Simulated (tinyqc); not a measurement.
Worked calculation: MP2 on RHF in the sto-6g basis, for NH3, spin multiplicity 1. One step of it, computed by the program tinyqc.

Question. Second-order Moller-Plesset energy. E2 = sum_ijab (ia|jb) [2 (ia|jb) - (ib|ja)] / (e_i + e_j - e_a - e_b) over occupied i, j and virtual a, b; the opposite-spin part is (ia|jb)^2 / denominator, the rest is same-spin, and SCS-MP2 scales them by 6/5 and 1/3.

orbital energies (hartree): MO1 -15.462580, MO2 -1.006737, MO3 -0.537927, MO4 -0.537914, MO5 -0.303475, MO6 0.496180, MO7 0.706105, MO8 0.706175

Two-electron integrals over orbitals (pq|rs), unique and non-zero (hartree):
```
(11|11) 4.143212    (21|11) -0.355981   (21|21) 0.048887    (22|11) 0.844633
(22|21) -0.011818   (22|22) 0.587645    (31|11) 0.000044    (31|21) -4.84e-06
(31|22) 0.000005    (31|31) 0.008880    (32|11) -0.000009   (32|21) 2.88e-06
(32|22) 0.000034    (32|31) 0.014157    (32|32) 0.121695    (33|11) 0.686503
(33|21) -0.003770   (33|22) 0.538333    (33|31) 0.002728    (33|32) 0.049939
(33|33) 0.563486    (41|41) 0.008879    (42|41) 0.014156    (42|42) 0.121671
(43|41) -0.002732   (43|42) -0.049963   (43|43) 0.046039    (44|11) 0.686466
(44|21) -0.003770   (44|22) 0.538289    (44|31) -0.002729   (44|32) -0.049953
(44|33) 0.471449    (44|44) 0.563477    (51|11) -0.036227   (51|21) 0.004252
(51|22) -0.003433   (51|31) -7.78e-07   (51|32) -4.64e-08   (51|33) -0.001054
(51|44) -0.001054   (51|51) 0.023231    (52|11) 0.020122    (52|21) -0.001907
(52|22) -0.004327   (52|31) 5.43e-08    (52|32) -1.32e-07   (52|33) -0.000395
(52|44) -0.000397   (52|51) 0.026551    (52|52) 0.116777    (53|11) -0.000010
(53|21) 4.44e-07    (53|22) -2.69e-06   (53|31) 0.000752    (53|32) -0.001084
(53|33) -0.002594   (53|44) 0.002591    (53|51) -3.25e-06   (53|52) -0.000011
(53|53) 0.024213    (54|41) 0.000752    (54|42) -0.001086   (54|43) 0.002594
(54|54) 0.024211    (55|11) 0.966079    (55|21) -0.009644   (55|22) 0.628480
(55|31) 1.07e-06    (55|32) -3.12e-06   (55|33) 0.542922    (55|44) 0.542899
(55|51) 0.004338    (55|52) 0.027933    (55|53) -0.000008   (55|55) 0.763514
(61|11) -0.314887   (61|21) 0.043929    (61|22) -0.010064   (61|31) -0.000012
(61|32) -0.000010   (61|33) -0.003157   (61|44) -0.003153   (61|51) 0.001664
(61|52) -0.004072   (61|53) -5.92e-09   (61|55) -0.007966   (61|61) 0.039715
(62|11) 0.317304    (62|21) -0.010609   (62|22) 0.110281    (62|31) -4.93e-06
(62|32) -0.000030   (62|33) 0.065850    (62|44) 0.065835    (62|51) -0.004181
(62|52) -0.005909   (62|53) -3.95e-06   (62|55) 0.157866    (62|61) -0.008792
(62|62) 0.081530    (63|11) -0.000219   (63|21) 4.80e-06    (63|22) -0.000096
(63|31) 0.004675    (63|32) -0.030564   (63|33) -0.038216   (63|44) 0.038108
(63|51) 2.85e-07    (63|52) -0.000006   (63|53) 0.003622    (63|55) -0.000117
(63|61) 7.04e-09    (63|62) -0.000077   (63|63) 0.065131    (64|41) 0.004672
(64|42) -0.030613   (64|43) 0.038190    (64|54) 0.003627    (64|64) 0.065212
(65|11) -0.028175   (65|21) -0.000724   (65|22) -0.018170   (65|31) -1.05e-06
(65|32) -0.000007   (65|33) -0.008048   (65|44) -0.008040   (65|51) 0.020220
(65|52) 0.072057    (65|53) -0.000021   (65|55) -0.008364   (65|61) -0.002557
(65|62) -0.017162   (65|63) 0.000010    (65|65) 0.052229    (66|11) 0.665787
(66|21) -0.009778   (66|22) 0.488523    (66|31) -0.000012   (66|32) -0.000114
(66|33) 0.474629    (66|44) 0.474745    (66|51) -0.006082   (66|52) -0.017794
(66|53) 0.000006    (66|55) 0.498741    (66|61) -0.007827   (66|62) 0.047195
(66|63) 0.000029    (66|65) -0.017050   (66|66) 0.464895    (71|41) 0.013660
(71|42) 0.020218    (71|43) -0.003570   (71|54) 0.001167    (71|64) 0.006855
(71|71) 0.021076    (72|41) 0.011748    (72|42) 0.035054    (72|43) 0.013323
(72|54) 0.005328    (72|64) 0.041485    (72|71) 0.017088    (72|72) 0.057022
(73|41) 0.002302    (73|42) 0.042806    (73|43) -0.015911   (73|54) -0.002403
(73|64) -0.031685   (73|71) 0.003593    (73|72) -0.002041   (73|73) 0.035267
(74|11) 0.308604    (74|21) -0.005521   (74|22) 0.120185    (74|31) 0.002304
(74|32) 0.042807    (74|33) 0.093130    (74|44) 0.061318    (74|51) 0.000113
(74|52) 0.010529    (74|53) -0.002404   (74|55) 0.158726    (74|61) -0.004637
(74|62) 0.085108    (74|63) -0.031708   (74|65) -0.006913   (74|66) 0.043194
(74|74) 0.133370    (75|41) 0.001712    (75|42) 0.011829    (75|43) -0.004938
(75|54) 0.020833    (75|64) -0.004795   (75|71) 0.002561    (75|72) 0.004090
(75|73) 0.004584    (75|75) 0.024315    (76|41) 0.012263    (76|42) 0.105869
(76|43) -0.054197   (76|54) -0.004205   (76|64) -0.052086   (76|71) 0.017932
(76|72) 0.010229    (76|73) 0.051026    (76|75) 0.010165    (76|76) 0.117877
(77|11) 0.798993    (77|21) -0.008437   (77|22) 0.547004    (77|31) 0.000243
(77|32) -0.027586   (77|33) 0.482551    (77|44) 0.556397    (77|51) -0.000706
(77|52) 0.004274    (77|53) 0.003320    (77|55) 0.565958    (77|61) -0.006887
(77|62) 0.082267    (77|63) 0.040625    (77|65) -0.006961   (77|66) 0.487258
(77|74) 0.080333    (77|77) 0.581561    (81|11) -0.000201   (81|21) 0.000030
(81|22) -7.57e-07   (81|31) 0.013660    (81|32) 0.020219    (81|33) 0.003561
(81|44) -0.003568   (81|51) 1.36e-06    (81|52) -2.06e-06   (81|53) 0.001167
(81|55) -4.79e-06   (81|61) 0.000015    (81|62) -0.000015   (81|63) 0.006860
(81|65) -2.75e-06   (81|66) -0.000024   (81|74) 0.003592    (81|77) 0.000643
(81|81) 0.021076    (82|11) 0.000231    (82|21) -0.000006   (82|22) 0.000089
(82|31) 0.011747    (82|32) 0.035036    (82|33) -0.013295   (82|44) 0.013386
(82|51) -2.24e-06   (82|52) -5.01e-07   (82|53) 0.005329    (82|55) 0.000112
(82|61) -0.000015   (82|62) 0.000029    (82|63) 0.041491    (82|65) -0.000012
(82|66) 0.000027    (82|74) -0.001984   (82|77) 0.024112    (82|81) 0.017086
(82|82) 0.057021    (83|11) 0.308589    (83|21) -0.005522   (83|22) 0.120149
(83|31) -0.002303   (83|32) -0.042847   (83|33) 0.061302    (83|44) 0.093139
(83|51) 0.000114    (83|52) 0.010529    (83|53) 0.002399    (83|55) 0.158712
(83|61) -0.004633   (83|62) 0.085112    (83|63) 0.031600    (83|65) -0.006906
(83|66) 0.043303    (83|74) 0.065434    (83|77) 0.103998    (83|81) -0.003597
(83|82) 0.002117    (83|83) 0.133404    (84|41) 0.002307    (84|42) 0.042801
(84|43) -0.015892   (84|54) -0.002400   (84|64) -0.031646   (84|71) 0.003600
(84|72) -0.002010   (84|73) 0.032636    (84|75) 0.004583    (84|76) 0.051004
(84|84) 0.035234    (85|11) -0.000010   (85|21) -3.46e-07   (85|22) -4.60e-06
(85|31) 0.001712    (85|32) 0.011829    (85|33) 0.004929    (85|44) -0.004938
(85|51) 0.000013    (85|52) 0.000047    (85|53) 0.020832    (85|55) 3.74e-07
(85|61) -3.02e-06   (85|62) -0.000011   (85|63) -0.004787   (85|65) 0.000018
(85|66) -0.000021   (85|74) 0.004582    (85|77) -0.002893   (85|81) 0.002561
(85|82) 0.004089    (85|83) -0.004590   (85|85) 0.024313    (86|11) -0.000040
(86|21) -2.91e-07   (86|22) 0.000007    (86|31) 0.012264    (86|32) 0.105847
(86|33) 0.054101    (86|44) -0.054155   (86|51) -3.12e-06   (86|52) -0.000011
(86|53) -0.004198   (86|55) -0.000021   (86|61) -0.000011   (86|62) -0.000026
(86|63) -0.051971   (86|65) -0.000013   (86|66) -0.000140   (86|74) 0.050990
(86|77) -0.041655   (86|81) 0.017932    (86|82) 0.010240    (86|83) -0.051069
(86|85) 0.010159    (86|86) 0.117775    (87|41) 0.000249    (87|42) -0.027523
(87|43) 0.036907    (87|54) 0.003321    (87|64) 0.040682    (87|71) 0.000658
(87|72) 0.024054    (87|73) -0.011802   (87|75) -0.002886   (87|76) -0.041617
(87|84) -0.011778   (87|87) 0.040099    (88|11) 0.798996    (88|21) -0.008437
(88|22) 0.547023    (88|31) -0.000226   (88|32) 0.027716    (88|33) 0.556473
(88|44) 0.482473    (88|51) -0.000706   (88|52) 0.004274    (88|53) -0.003329
(88|55) 0.565963    (88|61) -0.006887   (88|62) 0.082285    (88|63) -0.040820
(88|65) -0.006966   (88|66) 0.487163    (88|74) 0.104049    (88|77) 0.501229
(88|81) -0.000630   (88|82) -0.023980   (88|83) 0.080242    (88|85) 0.002901
(88|86) 0.041752    (88|88) 0.581665
```

Hartree-Fock energy = -55.95399309 hartree

Give: Terms; Pair energies; MP2 correlation energy; SCS-MP2 correlation energy; MP2 total energy.

Answer.

Terms (the 40 largest of 117):

| i | j | a | b | (ia\|jb) | (ib\|ja) | denominator | term |
|---|---|---|---|---|---|---|---|
| 3 | 3 | 8 | 8 | 0.133 | 0.133 | -2.488 | -0.007 |
| 4 | 4 | 7 | 7 | 0.133 | 0.133 | -2.488 | -0.007 |
| 3 | 2 | 8 | 6 | 0.085 | 0.041 | -2.747 | -3.99e-03 |
| 2 | 3 | 6 | 8 | 0.085 | 0.041 | -2.747 | -3.99e-03 |
| 4 | 2 | 7 | 6 | 0.085 | 0.041 | -2.747 | -3.99e-03 |
| 2 | 4 | 6 | 7 | 0.085 | 0.041 | -2.747 | -3.99e-03 |
| 3 | 4 | 8 | 7 | 0.065 | 0.033 | -2.488 | -2.58e-03 |
| 4 | 3 | 7 | 8 | 0.065 | 0.033 | -2.488 | -2.58e-03 |
| 2 | 2 | 6 | 6 | 0.082 | 0.082 | -3.006 | -2.21e-03 |
| 4 | 4 | 6 | 6 | 0.065 | 0.065 | -2.068 | -2.06e-03 |
| 3 | 3 | 6 | 6 | 0.065 | 0.065 | -2.068 | -2.05e-03 |
| 5 | 5 | 6 | 6 | 0.052 | 0.052 | -1.599 | -1.71e-03 |
| 2 | 2 | 7 | 7 | 0.057 | 0.057 | -3.426 | -9.49e-04 |
| 2 | 2 | 8 | 8 | 0.057 | 0.057 | -3.426 | -9.49e-04 |
| 3 | 3 | 7 | 7 | 0.035 | 0.035 | -2.488 | -5.00e-04 |
| 4 | 4 | 8 | 8 | 0.035 | 0.035 | -2.488 | -4.99e-04 |
| 3 | 4 | 6 | 7 | -0.032 | -0.032 | -2.278 | -4.42e-04 |
| 4 | 3 | 7 | 6 | -0.032 | -0.032 | -2.278 | -4.42e-04 |
| 3 | 4 | 7 | 6 | -0.032 | -0.032 | -2.278 | -4.40e-04 |
| 4 | 3 | 6 | 7 | -0.032 | -0.032 | -2.278 | -4.40e-04 |
| 4 | 4 | 8 | 6 | -0.032 | -0.032 | -2.278 | -4.40e-04 |
| 4 | 4 | 6 | 8 | -0.032 | -0.032 | -2.278 | -4.40e-04 |
| 3 | 3 | 8 | 6 | 0.032 | 0.032 | -2.278 | -4.38e-04 |
| 3 | 3 | 6 | 8 | 0.032 | 0.032 | -2.278 | -4.38e-04 |
| 5 | 5 | 7 | 7 | 0.024 | 0.024 | -2.019 | -2.93e-04 |
| 5 | 5 | 8 | 8 | 0.024 | 0.024 | -2.019 | -2.93e-04 |
| 5 | 2 | 6 | 6 | -0.017 | -0.017 | -2.303 | -1.28e-04 |
| 2 | 5 | 6 | 6 | -0.017 | -0.017 | -2.303 | -1.28e-04 |
| 1 | 1 | 6 | 6 | 0.040 | 0.040 | -31.918 | -4.94e-05 |
| 4 | 2 | 6 | 7 | 0.041 | 0.085 | -2.747 | 3.23e-05 |
| 2 | 4 | 7 | 6 | 0.041 | 0.085 | -2.747 | 3.23e-05 |
| 3 | 2 | 6 | 8 | 0.041 | 0.085 | -2.747 | 3.22e-05 |
| 2 | 3 | 8 | 6 | 0.041 | 0.085 | -2.747 | 3.22e-05 |
| 5 | 4 | 6 | 7 | -0.007 | -4.79e-03 | -2.044 | -3.06e-05 |
| 4 | 5 | 7 | 6 | -0.007 | -4.79e-03 | -2.044 | -3.06e-05 |
| 5 | 3 | 6 | 8 | -0.007 | -4.79e-03 | -2.044 | -3.05e-05 |
| 3 | 5 | 8 | 6 | -0.007 | -4.79e-03 | -2.044 | -3.05e-05 |
| 2 | 1 | 7 | 7 | 0.017 | 0.017 | -17.882 | -1.63e-05 |
| 1 | 2 | 7 | 7 | 0.017 | 0.017 | -17.882 | -1.63e-05 |
| 2 | 1 | 8 | 8 | 0.017 | 0.017 | -17.882 | -1.63e-05 |

Pair energies (hartree; pair i-j sums ij and ji):

| pair | opposite spin | same spin |
|---|---|---|
| 1-1 | -7.69e-05 | 0 |
| 2-1 | -7.42e-05 | 0 |
| 2-2 | -4.11e-03 | 0 |
| 3-1 | -1.09e-05 | -1.54e-05 |
| 3-2 | -0.007 | -1.39e-03 |
| 3-3 | -0.011 | 0 |
| 4-1 | -1.09e-05 | -1.54e-05 |
| 4-2 | -0.007 | -1.39e-03 |
| 4-3 | -0.006 | -8.65e-04 |
| 4-4 | -0.011 | 0 |
| 5-1 | -2.31e-06 | 0 |
| 5-2 | -2.80e-04 | 0 |
| 5-3 | -1.06e-04 | -4.39e-06 |
| 5-4 | -1.07e-04 | -4.39e-06 |
| 5-5 | -2.29e-03 | 0 |

MP2 correlation energy = -0.05104 hartree

SCS-MP2 correlation energy = -0.05806 hartree

MP2 total energy = -56.00503 hartree
